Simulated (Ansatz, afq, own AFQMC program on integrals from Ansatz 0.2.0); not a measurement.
Two steps: Ansatz 0.2.0 writes the Fock matrix and Cholesky factors of the valence space, and afq projects on them the lowest state that overlaps trial and start.

```yaml
crystal:
  periodic: [false, false, false]
  atoms:
    - {symbol: Al, position_ang: [0.000000, 0.000000, -1.497050]}
    - {symbol: N, position_ang: [0.000000, 0.000000, 0.240377]}
    - {symbol: H, position_ang: [0.000000, 0.000000, 1.256673]}
basis:
  gaussian: {orbitals: cc-pVDZ}
magnetization: {spin_polarized: true, initial_magnetization: 1}
correlation: {method: ccsd_t, electrons: outside_noble_gas, hamiltonian_folder: ham}
```

```sh
$ ansatz run in.yaml --threads 1 --pin off --events-out ev --progress --plain --max-ram 1382MiB
```

Options of the walk:

```
--method free --trial cisd --walkers 100 --time-step 0.02 --max-blocks 60 --target-error 0.00072 --factor-cut 1e-05 --seed 2265 --times 0.0,0.5,1.0,2.0,3.0,4.0 --taylor-order 6
```

Times are imaginary, in 1/Eh. The walk had a cap of 271 s.

```
orbitals 31  electrons 5 4  factors 220 of 362
reference energy -296.90430804 Eh
CCSD correlation -0.20658616 Eh in 12 cycles, weight of the determinant in the CISD state 0.8849
repeat  energy at the last time / Eh  error
    10  -297.117179  0.001006
    20  -297.117830  0.000641
    30  -297.117719  0.000681
time / (1/Eh)  energy / Eh  error  mean overlap
  0.00  -297.111326  0.000261  1.1306
  0.50  -297.115516  0.000272  1.1326
  1.00  -297.116957  0.000295  1.1201
  2.00  -297.116745  0.000333  1.1348
  3.00  -297.117766  0.000594  1.1314
  4.00  -297.117521  0.000677  1.1246
energy -297.117521 +/- 0.000677 Eh
```

Q: Estimate how long the walk took on 1 thread of Intel(R) Xeon(R) Platinum 8259CL CPU @ 2.50GHz (Skylake/Cascade Lake), with other jobs on the host.

A: 2.8 min of wall time.

The run passed its tests (error under three times the target), which doesn't prove that it has relaxed.

Against this walk (error 18.4 meV) on the same determinant: CCSD(T) 40.3 meV higher, CCSDT(Q) 2.8 meV higher (within the noise). The error is statistical, and a free projection of finite length keeps a remainder of its start.

Cautions: remainder of the start not in the error.

CCSDT and higher add their correlation energy to the determinant of the CCSD(T) run, since their own runs factorise the integrals more tightly (a shift of under 2 meV). A walk keeps the symmetry of its determinant, which the program's search chose and which needn't be the lowest solution, so a lower state of the same spin and another symmetry isn't excluded.
